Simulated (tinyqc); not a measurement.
Worked calculation (part 2 of 2): UHF in the sto-6g basis, for H2O+, spin multiplicity 2. Computed by tinyqc, a small Python program that keeps every step (integrals from PySCF). Command: `OMP_NUM_THREADS=1 python tinyqc.py 22722 22723 out.jsonl` (the two numbers bound the seeds that draw the settings). One thread of a shared host (Intel(R) Xeon(R) Processor @ 2.60GHz), about 0.2 s of CPU time with the checks.

Geometry (angstrom):
```
atom        x         y        z
O     0.00000   0.00000  0.00000
H     0.00000   0.76600  0.57500
H     0.00000  -0.76600  0.57500
```

## Iteration 2: building the Fock matrix

D(alpha) after iteration 1, order 1O 1s, 1O 2s, 1O 2px, 1O 2py, 1O 2pz, 2H 1s, 3H 1s:
$$\begin{pmatrix}
1.04933 & -0.20582 & 0.00000 & 0.00000 & 0.03589 & -0.02386 & -0.02386 \\
-0.20582 & 0.88833 & 0.00000 & 0.00000 & -0.20612 & 0.06155 & 0.06155 \\
0.00000 & 0.00000 & 1.00000 & 0.00000 & 0.00000 & 0.00000 & 0.00000 \\
0.00000 & 0.00000 & 0.00000 & 0.56926 & 0.00000 & 0.23067 & -0.23067 \\
0.03589 & -0.20612 & 0.00000 & 0.00000 & 0.82275 & 0.14181 & 0.14181 \\
-0.02386 & 0.06155 & 0.00000 & 0.23067 & 0.14181 & 0.12923 & -0.05772 \\
-0.02386 & 0.06155 & 0.00000 & -0.23067 & 0.14181 & -0.05772 & 0.12923
\end{pmatrix}$$

D(beta) after iteration 1, order 1O 1s, 1O 2s, 1O 2px, 1O 2py, 1O 2pz, 2H 1s, 3H 1s:
$$\begin{pmatrix}
1.04736 & -0.19458 & 0.00000 & 0.00000 & 0.04024 & -0.02942 & -0.02942 \\
-0.19458 & 0.82824 & 0.00000 & 0.00000 & -0.22491 & 0.08376 & 0.08376 \\
0.00000 & 0.00000 & 0.00000 & 0.00000 & 0.00000 & 0.00000 & 0.00000 \\
0.00000 & 0.00000 & 0.00000 & 0.54813 & 0.00000 & 0.23685 & -0.23685 \\
0.04024 & -0.22491 & 0.00000 & 0.00000 & 0.82231 & 0.13955 & 0.13955 \\
-0.02942 & 0.08376 & 0.00000 & 0.23685 & 0.13955 & 0.14547 & -0.05922 \\
-0.02942 & 0.08376 & 0.00000 & -0.23685 & 0.13955 & -0.05922 & 0.14547
\end{pmatrix}$$

core Hamiltonian H = T + V (hartree), order 1O 1s, 1O 2s, 1O 2px, 1O 2py, 1O 2pz, 2H 1s, 3H 1s:
$$\begin{pmatrix}
-33.03610 & -7.30272 & 0.00000 & 0.00000 & -0.01969 & -1.76097 & -1.76097 \\
-7.30272 & -9.24789 & 0.00000 & 0.00000 & -0.21918 & -3.73153 & -3.73153 \\
0.00000 & 0.00000 & -7.47524 & 0.00000 & 0.00000 & 0.00000 & 0.00000 \\
0.00000 & 0.00000 & 0.00000 & -7.63556 & 0.00000 & -2.04710 & 2.04710 \\
-0.01969 & -0.21918 & 0.00000 & 0.00000 & -7.56558 & -1.60720 & -1.60720 \\
-1.76097 & -3.73153 & 0.00000 & -2.04710 & -1.60720 & -5.07412 & -1.57218 \\
-1.76097 & -3.73153 & 0.00000 & 2.04710 & -1.60720 & -1.57218 & -5.07412
\end{pmatrix}$$

nuclear repulsion = 9.1852934 hartree

Given earlier and not repeated: Two-electron integrals (ij|kl) in chemists' order.

J_ij = sum D_kl (ij|kl) with D = D(alpha) + D(beta), K_ij = sum D_kl (ik|jl) for each spin; F = H + J - K(s); E = tr D H + tr D J / 2 - 0.5 sum_s tr D(s) K(s) + E_nn.

Coulomb J (hartree), order 1O 1s, 1O 2s, 1O 2px, 1O 2py, 1O 2pz, 2H 1s, 3H 1s:
$$\begin{pmatrix}
16.68613 & 2.93157 & 0.00000 & 0.00000 & -0.00615 & 0.72426 & 0.72426 \\
2.93157 & 7.58602 & 0.00000 & 0.00000 & 0.01950 & 3.01821 & 3.01821 \\
0.00000 & 0.00000 & 7.52366 & 0.00000 & 0.00000 & 0.00000 & 0.00000 \\
0.00000 & 0.00000 & 0.00000 & 7.61124 & 0.00000 & 1.82285 & -1.82285 \\
-0.00615 & 0.01950 & 0.00000 & 0.00000 & 7.62317 & 1.38087 & 1.38087 \\
0.72426 & 3.01821 & 0.00000 & 1.82285 & 1.38087 & 4.63488 & 1.27511 \\
0.72426 & 3.01821 & 0.00000 & -1.82285 & 1.38087 & 1.27511 & 4.63488
\end{pmatrix}$$

exchange K(alpha) (hartree), order 1O 1s, 1O 2s, 1O 2px, 1O 2py, 1O 2pz, 2H 1s, 3H 1s:
$$\begin{pmatrix}
4.90850 & 0.77590 & 0.00000 & 0.00000 & 0.00136 & 0.20381 & 0.20381 \\
0.77590 & 1.33864 & 0.00000 & 0.00000 & -0.03459 & 0.57707 & 0.57707 \\
0.00000 & 0.00000 & 1.14702 & 0.00000 & 0.00000 & 0.00000 & 0.00000 \\
0.00000 & 0.00000 & 0.00000 & 1.01282 & 0.00000 & 0.33848 & -0.33848 \\
0.00136 & -0.03459 & 0.00000 & 0.00000 & 1.10059 & 0.25170 & 0.25170 \\
0.20381 & 0.57707 & 0.00000 & 0.33848 & 0.25170 & 0.55260 & 0.21092 \\
0.20381 & 0.57707 & 0.00000 & -0.33848 & 0.25170 & 0.21092 & 0.55260
\end{pmatrix}$$

exchange K(beta) (hartree), order 1O 1s, 1O 2s, 1O 2px, 1O 2py, 1O 2pz, 2H 1s, 3H 1s:
$$\begin{pmatrix}
4.87966 & 0.73613 & 0.00000 & 0.00000 & 0.00082 & 0.19333 & 0.19333 \\
0.73613 & 1.14309 & 0.00000 & 0.00000 & -0.04330 & 0.52218 & 0.52218 \\
0.00000 & 0.00000 & 0.26104 & 0.00000 & 0.00000 & 0.00000 & 0.00000 \\
0.00000 & 0.00000 & 0.00000 & 0.95251 & 0.00000 & 0.33225 & -0.33225 \\
0.00082 & -0.04330 & 0.00000 & 0.00000 & 1.04883 & 0.24362 & 0.24362 \\
0.19333 & 0.52218 & 0.00000 & 0.33225 & 0.24362 & 0.54484 & 0.19674 \\
0.19333 & 0.52218 & 0.00000 & -0.33225 & 0.24362 & 0.19674 & 0.54484
\end{pmatrix}$$

F(alpha) (hartree), order 1O 1s, 1O 2s, 1O 2px, 1O 2py, 1O 2pz, 2H 1s, 3H 1s:
$$\begin{pmatrix}
-21.25847 & -5.14705 & 0.00000 & 0.00000 & -0.02720 & -1.24052 & -1.24052 \\
-5.14705 & -3.00050 & 0.00000 & 0.00000 & -0.16510 & -1.29039 & -1.29039 \\
0.00000 & 0.00000 & -1.09860 & 0.00000 & 0.00000 & 0.00000 & 0.00000 \\
0.00000 & 0.00000 & 0.00000 & -1.03714 & 0.00000 & -0.56273 & 0.56273 \\
-0.02720 & -0.16510 & 0.00000 & 0.00000 & -1.04300 & -0.47804 & -0.47804 \\
-1.24052 & -1.29039 & 0.00000 & -0.56273 & -0.47804 & -0.99183 & -0.50800 \\
-1.24052 & -1.29039 & 0.00000 & 0.56273 & -0.47804 & -0.50800 & -0.99183
\end{pmatrix}$$

F(beta) (hartree), order 1O 1s, 1O 2s, 1O 2px, 1O 2py, 1O 2pz, 2H 1s, 3H 1s:
$$\begin{pmatrix}
-21.22963 & -5.10728 & 0.00000 & 0.00000 & -0.02667 & -1.23004 & -1.23004 \\
-5.10728 & -2.80496 & 0.00000 & 0.00000 & -0.15639 & -1.23550 & -1.23550 \\
0.00000 & 0.00000 & -0.21262 & 0.00000 & 0.00000 & 0.00000 & 0.00000 \\
0.00000 & 0.00000 & 0.00000 & -0.97683 & 0.00000 & -0.55650 & 0.55650 \\
-0.02667 & -0.15639 & 0.00000 & 0.00000 & -0.99124 & -0.46996 & -0.46996 \\
-1.23004 & -1.23550 & 0.00000 & -0.55650 & -0.46996 & -0.98407 & -0.49381 \\
-1.23004 & -1.23550 & 0.00000 & 0.55650 & -0.46996 & -0.49381 & -0.98407
\end{pmatrix}$$

total energy of this density = -75.3513115 hartree

## Iteration 2: diagonalisation and new density

X, order 1O 1s, 1O 2s, 1O 2px, 1O 2py, 1O 2pz, 2H 1s, 3H 1s:
$$\begin{pmatrix}
-0.29214 & 0.00000 & 0.76245 & 0.00000 & -0.61403 & 0.00000 & 0.15056 \\
1.19067 & 0.00000 & -0.29322 & 0.00000 & -0.29213 & 0.00000 & 0.42340 \\
0.00000 & 0.00000 & 0.00000 & 1.00000 & 0.00000 & 0.00000 & 0.00000 \\
0.00000 & 0.93817 & 0.00000 & 0.00000 & 0.00000 & 0.68791 & 0.00000 \\
0.53813 & 0.00000 & 0.64170 & 0.00000 & 0.65345 & 0.00000 & 0.19082 \\
-0.75084 & -0.87149 & -0.15087 & 0.00000 & 0.12199 & 0.37027 & 0.37481 \\
-0.75084 & 0.87149 & -0.15087 & 0.00000 & 0.12199 & -0.37027 & 0.37481
\end{pmatrix}$$

Diagonalise F' = X^T F X, C = X C', fill 5 alpha and 4 beta electrons from the bottom; D(s) = C_occ C_occ^T. Each column has its largest component positive (the first on a tie).

F' = X^T F X (alpha) (hartree):
$$\begin{pmatrix}
-0.38489 & 0.00000 & 1.60768 & 0.00000 & -1.21626 & 0.00000 & -0.03743 \\
0.00000 & 0.19258 & 0.00000 & 0.00000 & 0.00000 & -0.07333 & 0.00000 \\
1.60768 & 0.00000 & -10.24944 & 0.00000 & 9.13024 & 0.00000 & -3.90905 \\
0.00000 & 0.00000 & 0.00000 & -1.09860 & 0.00000 & 0.00000 & 0.00000 \\
-1.21626 & 0.00000 & 9.13024 & 0.00000 & -10.11974 & 0.00000 & 4.01606 \\
0.00000 & -0.07333 & 0.00000 & 0.00000 & 0.00000 & -1.19681 & 0.00000 \\
-0.03743 & 0.00000 & -3.90905 & 0.00000 & 4.01606 & 0.00000 & -3.39947
\end{pmatrix}$$

orbital energies (alpha) (hartree): MO1 -21.26190, MO2 -1.90897, MO3 -1.20067, MO4 -1.09860, MO5 -1.05775, MO6 0.07507, MO7 0.19644

coefficients C (alpha), order 1O 1s, 1O 2s, 1O 2px, 1O 2py, 1O 2pz, 2H 1s, 3H 1s:
$$\begin{pmatrix}
0.99654 & -0.23072 & 0.00000 & 0.00000 & 0.07848 & -0.11791 & 0.00000 \\
0.01646 & 0.90040 & 0.00000 & 0.00000 & -0.41094 & 0.88793 & 0.00000 \\
0.00000 & 0.00000 & 0.00000 & 1.00000 & 0.00000 & 0.00000 & 0.00000 \\
0.00000 & 0.00000 & 0.73627 & 0.00000 & 0.00000 & 0.00000 & 0.90072 \\
0.00321 & 0.17080 & 0.00000 & 0.00000 & 0.87016 & 0.61515 & 0.00000 \\
-0.00387 & 0.09803 & 0.32396 & 0.00000 & 0.17163 & -0.83833 & -0.88975 \\
-0.00387 & 0.09803 & -0.32396 & 0.00000 & 0.17163 & -0.83833 & 0.88975
\end{pmatrix}$$

F' = X^T F X (beta) (hartree):
$$\begin{pmatrix}
-0.28228 & 0.00000 & 1.58502 & 0.00000 & -1.24341 & 0.00000 & 0.06939 \\
0.00000 & 0.21552 & 0.00000 & 0.00000 & 0.00000 & -0.03341 & 0.00000 \\
1.58502 & 0.00000 & -10.21232 & 0.00000 & 9.15392 & 0.00000 & -3.92321 \\
0.00000 & 0.00000 & 0.00000 & -0.21262 & 0.00000 & 0.00000 & 0.00000 \\
-1.24341 & 0.00000 & 9.15392 & 0.00000 & -10.06730 & 0.00000 & 3.98104 \\
0.00000 & -0.03341 & 0.00000 & 0.00000 & 0.00000 & -1.16368 & 0.00000 \\
0.06939 & 0.00000 & -3.92321 & 0.00000 & 3.98104 & 0.00000 & -3.30968
\end{pmatrix}$$

orbital energies (beta) (hartree): MO1 -21.23215, MO2 -1.74739, MO3 -1.16449, MO4 -1.00092, MO5 -0.21262, MO6 0.10887, MO7 0.21633

coefficients C (beta), order 1O 1s, 1O 2s, 1O 2px, 1O 2py, 1O 2pz, 2H 1s, 3H 1s:
$$\begin{pmatrix}
0.99706 & -0.21932 & 0.00000 & 0.08927 & 0.00000 & -0.12719 & 0.00000 \\
0.01404 & 0.83821 & 0.00000 & -0.45430 & 0.00000 & 0.92687 & 0.00000 \\
0.00000 & 0.00000 & 0.00000 & 0.00000 & 1.00000 & 0.00000 & 0.00000 \\
0.00000 & 0.00000 & 0.71041 & 0.00000 & 0.00000 & 0.00000 & 0.92125 \\
0.00292 & 0.18773 & 0.00000 & 0.86173 & 0.00000 & 0.62205 & 0.00000 \\
-0.00334 & 0.14355 & 0.34908 & 0.16447 & 0.00000 & -0.83319 & -0.88019 \\
-0.00334 & 0.14355 & -0.34908 & 0.16447 & 0.00000 & -0.83319 & 0.88019
\end{pmatrix}$$

D(alpha) after iteration 2, order 1O 1s, 1O 2s, 1O 2px, 1O 2py, 1O 2pz, 2H 1s, 3H 1s:
$$\begin{pmatrix}
1.05247 & -0.22358 & 0.00000 & 0.00000 & 0.03208 & -0.01301 & -0.01301 \\
-0.22358 & 0.97986 & 0.00000 & 0.00000 & -0.20374 & 0.01767 & 0.01767 \\
0.00000 & 0.00000 & 1.00000 & 0.00000 & 0.00000 & 0.00000 & 0.00000 \\
0.00000 & 0.00000 & 0.00000 & 0.54209 & 0.00000 & 0.23852 & -0.23852 \\
0.03208 & -0.20374 & 0.00000 & 0.00000 & 0.78636 & 0.16608 & 0.16608 \\
-0.01301 & 0.01767 & 0.00000 & 0.23852 & 0.16608 & 0.14403 & -0.06587 \\
-0.01301 & 0.01767 & 0.00000 & -0.23852 & 0.16608 & -0.06587 & 0.14403
\end{pmatrix}$$

D(beta) after iteration 2, order 1O 1s, 1O 2s, 1O 2px, 1O 2py, 1O 2pz, 2H 1s, 3H 1s:
$$\begin{pmatrix}
1.05020 & -0.21039 & 0.00000 & 0.00000 & 0.03866 & -0.02013 & -0.02013 \\
-0.21039 & 0.90919 & 0.00000 & 0.00000 & -0.23409 & 0.04556 & 0.04556 \\
0.00000 & 0.00000 & 0.00000 & 0.00000 & 0.00000 & 0.00000 & 0.00000 \\
0.00000 & 0.00000 & 0.00000 & 0.50469 & 0.00000 & 0.24799 & -0.24799 \\
0.03866 & -0.23409 & 0.00000 & 0.00000 & 0.77782 & 0.16866 & 0.16866 \\
-0.02013 & 0.04556 & 0.00000 & 0.24799 & 0.16866 & 0.16952 & -0.07419 \\
-0.02013 & 0.04556 & 0.00000 & -0.24799 & 0.16866 & -0.07419 & 0.16952
\end{pmatrix}$$

## Iteration 17 (converged): orbitals

converged F(alpha) (hartree), order 1O 1s, 1O 2s, 1O 2px, 1O 2py, 1O 2pz, 2H 1s, 3H 1s:
$$\begin{pmatrix}
-21.28976 & -5.15144 & 0.00000 & 0.00000 & -0.02606 & -1.24195 & -1.24195 \\
-5.15144 & -3.03295 & 0.00000 & 0.00000 & -0.16587 & -1.28627 & -1.28627 \\
0.00000 & 0.00000 & -1.11974 & 0.00000 & 0.00000 & 0.00000 & 0.00000 \\
0.00000 & 0.00000 & 0.00000 & -1.05045 & 0.00000 & -0.56259 & 0.56259 \\
-0.02606 & -0.16587 & 0.00000 & 0.00000 & -1.04862 & -0.48504 & -0.48504 \\
-1.24195 & -1.28627 & 0.00000 & -0.56259 & -0.48504 & -0.98052 & -0.50111 \\
-1.24195 & -1.28627 & 0.00000 & 0.56259 & -0.48504 & -0.50111 & -0.98052
\end{pmatrix}$$

converged F(beta) (hartree), order 1O 1s, 1O 2s, 1O 2px, 1O 2py, 1O 2pz, 2H 1s, 3H 1s:
$$\begin{pmatrix}
-21.25871 & -5.10936 & 0.00000 & 0.00000 & -0.02540 & -1.23081 & -1.23081 \\
-5.10936 & -2.82990 & 0.00000 & 0.00000 & -0.14920 & -1.23301 & -1.23301 \\
0.00000 & 0.00000 & -0.23095 & 0.00000 & 0.00000 & 0.00000 & 0.00000 \\
0.00000 & 0.00000 & 0.00000 & -0.96618 & 0.00000 & -0.55866 & 0.55866 \\
-0.02540 & -0.14920 & 0.00000 & 0.00000 & -0.98213 & -0.47913 & -0.47913 \\
-1.23081 & -1.23301 & 0.00000 & -0.55866 & -0.47913 & -0.99198 & -0.48898 \\
-1.23081 & -1.23301 & 0.00000 & 0.55866 & -0.47913 & -0.48898 & -0.99198
\end{pmatrix}$$

As before.

F' = X^T F X (alpha) (hartree):
$$\begin{pmatrix}
-0.41766 & 0.00000 & 1.63331 & 0.00000 & -1.20640 & 0.00000 & -0.06293 \\
0.00000 & 0.18712 & 0.00000 & 0.00000 & 0.00000 & -0.08485 & 0.00000 \\
1.63331 & 0.00000 & -10.26444 & 0.00000 & 9.13952 & 0.00000 & -3.91762 \\
0.00000 & 0.00000 & 0.00000 & -1.11974 & 0.00000 & 0.00000 & 0.00000 \\
-1.20640 & 0.00000 & 9.13952 & 0.00000 & -10.14076 & 0.00000 & 4.02145 \\
0.00000 & -0.08485 & 0.00000 & 0.00000 & 0.00000 & -1.20176 & 0.00000 \\
-0.06293 & 0.00000 & -3.91762 & 0.00000 & 4.02145 & 0.00000 & -3.40141
\end{pmatrix}$$

orbital energies (alpha) (hartree): MO1 -21.29310, MO2 -1.93487, MO3 -1.20692, MO4 -1.11974, MO5 -1.07112, MO6 0.07482, MO7 0.19229

coefficients C (alpha), order 1O 1s, 1O 2s, 1O 2px, 1O 2py, 1O 2pz, 2H 1s, 3H 1s:
$$\begin{pmatrix}
0.99658 & -0.23353 & 0.00000 & 0.00000 & 0.07719 & -0.11273 & 0.00000 \\
0.01624 & 0.92061 & 0.00000 & 0.00000 & -0.41170 & 0.86661 & 0.00000 \\
0.00000 & 0.00000 & 0.00000 & 1.00000 & 0.00000 & 0.00000 & 0.00000 \\
0.00000 & 0.00000 & 0.74363 & 0.00000 & 0.00000 & 0.00000 & 0.89465 \\
0.00311 & 0.17078 & 0.00000 & 0.00000 & 0.86379 & 0.62407 & 0.00000 \\
-0.00379 & 0.08139 & 0.31665 & 0.00000 & 0.18420 & -0.83744 & -0.89237 \\
-0.00379 & 0.08139 & -0.31665 & 0.00000 & 0.18420 & -0.83744 & 0.89237
\end{pmatrix}$$

F' = X^T F X (beta) (hartree):
$$\begin{pmatrix}
-0.30546 & 0.00000 & 1.61656 & 0.00000 & -1.22207 & 0.00000 & 0.06386 \\
0.00000 & 0.21260 & 0.00000 & 0.00000 & 0.00000 & -0.01722 & 0.00000 \\
1.61656 & 0.00000 & -10.22395 & 0.00000 & 9.16696 & 0.00000 & -3.92586 \\
0.00000 & 0.00000 & 0.00000 & -0.23095 & 0.00000 & 0.00000 & 0.00000 \\
-1.22207 & 0.00000 & 9.16696 & 0.00000 & -10.08415 & 0.00000 & 3.98498 \\
0.00000 & -0.01722 & 0.00000 & 0.00000 & 0.00000 & -1.16434 & 0.00000 \\
0.06386 & 0.00000 & -3.92586 & 0.00000 & 3.98498 & 0.00000 & -3.31560
\end{pmatrix}$$

orbital energies (beta) (hartree): MO1 -21.26111, MO2 -1.76324, MO3 -1.16455, MO4 -1.01175, MO5 -0.23095, MO6 0.10693, MO7 0.21282

coefficients C (beta), order 1O 1s, 1O 2s, 1O 2px, 1O 2py, 1O 2pz, 2H 1s, 3H 1s:
$$\begin{pmatrix}
0.99713 & -0.22167 & 0.00000 & 0.08911 & 0.00000 & -0.12257 & 0.00000 \\
0.01368 & 0.85368 & 0.00000 & -0.46704 & 0.00000 & 0.90621 & 0.00000 \\
0.00000 & 0.00000 & 0.00000 & 0.00000 & 1.00000 & 0.00000 & 0.00000 \\
0.00000 & 0.00000 & 0.69959 & 0.00000 & 0.00000 & 0.00000 & 0.92950 \\
0.00279 & 0.17765 & 0.00000 & 0.84578 & 0.00000 & 0.64642 & 0.00000 \\
-0.00322 & 0.13377 & 0.35935 & 0.19206 & 0.00000 & -0.82891 & -0.87605 \\
-0.00322 & 0.13377 & -0.35935 & 0.19206 & 0.00000 & -0.82891 & 0.87605
\end{pmatrix}$$

D(alpha) after iteration 17, order 1O 1s, 1O 2s, 1O 2px, 1O 2py, 1O 2pz, 2H 1s, 3H 1s:
$$\begin{pmatrix}
1.05367 & -0.23058 & 0.00000 & 0.00000 & 0.02990 & -0.00856 & -0.00856 \\
-0.23058 & 1.01728 & 0.00000 & 0.00000 & -0.19835 & -0.00097 & -0.00097 \\
0.00000 & 0.00000 & 1.00000 & 0.00000 & 0.00000 & 0.00000 & 0.00000 \\
0.00000 & 0.00000 & 0.00000 & 0.55299 & 0.00000 & 0.23547 & -0.23547 \\
0.02990 & -0.19835 & 0.00000 & 0.00000 & 0.77530 & 0.17300 & 0.17300 \\
-0.00856 & -0.00097 & 0.00000 & 0.23547 & 0.17300 & 0.14083 & -0.05970 \\
-0.00856 & -0.00097 & 0.00000 & -0.23547 & 0.17300 & -0.05970 & 0.14083
\end{pmatrix}$$

D(beta) after iteration 17, order 1O 1s, 1O 2s, 1O 2px, 1O 2py, 1O 2pz, 2H 1s, 3H 1s:
$$\begin{pmatrix}
1.05135 & -0.21721 & 0.00000 & 0.00000 & 0.03877 & -0.01575 & -0.01575 \\
-0.21721 & 0.94708 & 0.00000 & 0.00000 & -0.24331 & 0.02445 & 0.02445 \\
0.00000 & 0.00000 & 0.00000 & 0.00000 & 0.00000 & 0.00000 & 0.00000 \\
0.00000 & 0.00000 & 0.00000 & 0.48943 & 0.00000 & 0.25139 & -0.25139 \\
0.03877 & -0.24331 & 0.00000 & 0.00000 & 0.74691 & 0.18620 & 0.18620 \\
-0.01575 & 0.02445 & 0.00000 & 0.25139 & 0.18620 & 0.18392 & -0.07434 \\
-0.01575 & 0.02445 & 0.00000 & -0.25139 & 0.18620 & -0.07434 & 0.18392
\end{pmatrix}$$

## Convergence

Stop when the energy changes by less than 1e-09 hartree and every element of the error matrix X^T (F D S - S D F) X (for each spin) is below 9e-06.

Course of the cycle:
```
iteration  E (hartree)     change  largest element of the error matrix
1          -75.1702047          -                             4.35e-01
2          -75.3513115  -1.81e-01                             6.70e-02
3          -75.3651239  -1.38e-02                             1.84e-02
4          -75.3663033  -1.18e-03                             6.14e-03
5          -75.3664537  -1.50e-04                             2.50e-03
6          -75.3664841  -3.04e-05                             1.52e-03
7          -75.3664928  -8.69e-06                             9.04e-04
8          -75.3664958  -2.99e-06                             5.41e-04
9          -75.3664969  -1.12e-06                             3.28e-04
10         -75.3664973  -4.37e-07                             2.02e-04
11         -75.3664975  -1.73e-07                             1.25e-04
12         -75.3664976  -6.87e-08                             7.82e-05
13         -75.3664976  -2.74e-08                             4.91e-05
14         -75.3664976  -1.09e-08                             3.09e-05
15         -75.3664976  -4.37e-09                             1.95e-05
16         -75.3664976  -1.75e-09                             1.23e-05
17         -75.3664976  -6.98e-10                             7.77e-06
```

PySCF UHF in the same basis, after a stability check = -75.3664976 hartree

Converged in 17 iterations.

## Populations, bond orders and dipole

overlap S, order 1O 1s, 1O 2s, 1O 2px, 1O 2py, 1O 2pz, 2H 1s, 3H 1s:
$$\begin{pmatrix}
1.00000 & 0.23114 & 0.00000 & 0.00000 & 0.00000 & 0.05535 & 0.05535 \\
0.23114 & 1.00000 & 0.00000 & 0.00000 & 0.00000 & 0.47640 & 0.47640 \\
0.00000 & 0.00000 & 1.00000 & 0.00000 & 0.00000 & 0.00000 & 0.00000 \\
0.00000 & 0.00000 & 0.00000 & 1.00000 & 0.00000 & 0.31391 & -0.31391 \\
0.00000 & 0.00000 & 0.00000 & 0.00000 & 1.00000 & 0.23563 & 0.23563 \\
0.05535 & 0.47640 & 0.00000 & 0.31391 & 0.23563 & 1.00000 & 0.24526 \\
0.05535 & 0.47640 & 0.00000 & -0.31391 & 0.23563 & 0.24526 & 1.00000
\end{pmatrix}$$

Mulliken: Z minus the diagonal of D S on the atom; Loewdin: the same with S^(1/2) D S^(1/2); Mayer order: 2 sum_s sum (D(s) S)_ij (D(s) S)_ji over the two atoms.

Charges (e):
```
atom  Mulliken  Loewdin  Mulliken spin
1O     0.07838  0.29348        1.11864
2H     0.46081  0.35326       -0.05932
3H     0.46081  0.35326       -0.05932
```

Mayer bond orders:
```
pair    order
2-1   0.77139
3-1   0.77139
3-2   0.01274
```

dipole moment about the origin, x y z (debye): [0.00000, 0.00000, 3.02059]

<S^2> of the determinant (pure state: 0.75) = 0.75530
